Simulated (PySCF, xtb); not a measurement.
CH2Cl2, SMILES ClCCl.

Harmonic wavenumbers (cm⁻¹) from xtb with GFN2-xTB at its own minimum, in rising order: 255, 662, 685, 866, 1100, 1177, 1371, 2975, 2986.

Problem. What does PBE0-D3(BJ)/def2-TZVP (PySCF) give at its own minimum? (An estimate is asked for; the answer gives what the named calculation found.)

Solution. 285, 732, 772, 904, 1179, 1288, 1461, 3128, 3205. Paired by order, the mean absolute difference is 97 cm⁻¹ and the zero-point energies are 17.3 and 18.5 kcal/mol.
